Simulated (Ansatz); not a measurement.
# S₂ (triplet): small, medium and large basis sets

One table from this session's results is given with a row withheld; the runs are named, their logs left out.

Method: one geometry, several basis sets; program: Ansatz 0.2.0, Gaussian basis.

Levels to be run: PBE0-D4/def2-SVP; ωB97M-V/def2-SVP; PBE0-D4/def2-QZVPP; ωB97M-V/def2-QZVPP; CCSD(T)/cc-pV(D+d)Z; CCSD(T)/cc-pV(T+d)Z; CCSD(T)/cc-pV(Q+d)Z; the functionals' def2-TZVPP values are taken from earlier runs.

## The geometry

The geometry comes from an earlier relaxation with PBE0-D4 in a triple-zeta def2 set; it is a stationary point.

SMILES `S=S`, 2 atoms, charge 0, spin multiplicity 3.

Atoms are counted from 1 here; the program's logs count them from 0.

Bond lengths: S1–S2 1.887 Å.

The first run:

Contents of in.yaml:

```yaml
crystal:
  periodic: [false, false, false]
  atoms:
    - {symbol: S, position_ang: [0.000000, 0.000000, 0.001338]}
    - {symbol: S, position_ang: [-0.000000, -0.000000, 1.887862]}
basis:
  gaussian: {orbitals: def2-SVP}
magnetization: {spin_polarized: true, initial_magnetization: 2}
hamiltonian: {xc: pbe0, dispersion: d4}
output: {orbitals: {seedname: orbitals}}
```

Run with:

```console
$ ansatz run in.yaml --threads 2 --pin off --events-out ev --progress --plain --max-ram 32768MiB --backend cpu
```

Among the steps run: PBE0-D4 in def2-SVP; ωB97M-V in def2-SVP; PBE0-D4 in def2-QZVPP; ωB97M-V in def2-QZVPP.

One of the session's tables, all rows but one given; the rest of the session is left out.

It belongs to the step «Density functionals: the series». 

| functional | basis | HOMO (eV) | LUMO (eV) |
| --- | --- | --- | --- |
| PBE0-D4 | def2-SVP | -6.98 | -3.44 |
| PBE0-D4 | def2-TZVPP | -7.05 | -3.51 |
| PBE0-D4 | def2-QZVPP | -7.10 | -3.55 |
| ωB97M-V | def2-SVP | ? | ? |
| ωB97M-V | def2-TZVPP | -8.96 | -1.54 |
| ωB97M-V | def2-QZVPP | -9.03 | -1.64 |

Estimate the missing values for ωB97M-V, def2-SVP.

As computed: HOMO (eV): -8.87; LUMO (eV): -1.36. In the column «HOMO (eV)» it lies between ωB97M-V, def2-TZVPP (-8.96) and PBE0-D4, def2-QZVPP (-7.10).
